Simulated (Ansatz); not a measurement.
Born–Oppenheimer molecular dynamics of ClH3Si (5 atoms, charge 0, multiplicity 1). It starts at the highest image of a converged band, a first-order saddle point between two minima.

The calculation used RKS B3LYP/def2-SVP in Ansatz.

- ensemble: NVE (velocity Verlet)
- time step: 0.5 fs
- steps asked: 200
- starting velocities drawn for: 300 K
- seed: 11345

First frame:

```xyz
5
Properties=species:S:1:pos:R:3
Si 0.264 0.007 -0.478
H 0.571 0.108 1.178
H 1.490 -0.085 0.420
H -0.555 1.170 -0.030
Cl -0.879 -1.747 -0.459
```

(1) How far do the bonds stretch over the last three quarters of this one trajectory? (Pairs bonded in most of those frames.)

Results:

(1) 
```json
{"bond": "Si1–H4", "mean (Å)": "1.541", "spread (Å)": "0.016", "shortest": "1.51", "longest": "1.57"}
{"bond": "Si1–Cl5", "mean (Å)": "2.116", "spread (Å)": "0.034", "shortest": "2.06", "longest": "2.16"}
{"bond": "H2–H3", "mean (Å)": "0.777", "spread (Å)": "0.064", "shortest": "0.68", "longest": "0.87"}
```

Mean temperature of the second half: 1648 K. The conserved energy stayed within 0.84 meV per atom of its start (net change -0.78 meV per atom), so the integration is sound. The kinetic energy rose, since the run started high on the potential surface and went downhill. It ends in pieces (ClHSi + H2), so much of that is their flight and rotation, not heat. A run of 0.1 ps of so small a system gives no equilibrium averages. The orbitals stay closed-shell, which can raise the energy where a bond breaks towards radicals; this wasn't checked here.

The run took 2.5 min on 1 thread of Intel(R) Xeon(R) Platinum 8488C (Sapphire Rapids), on a shared host, peak memory 0.11 GiB.
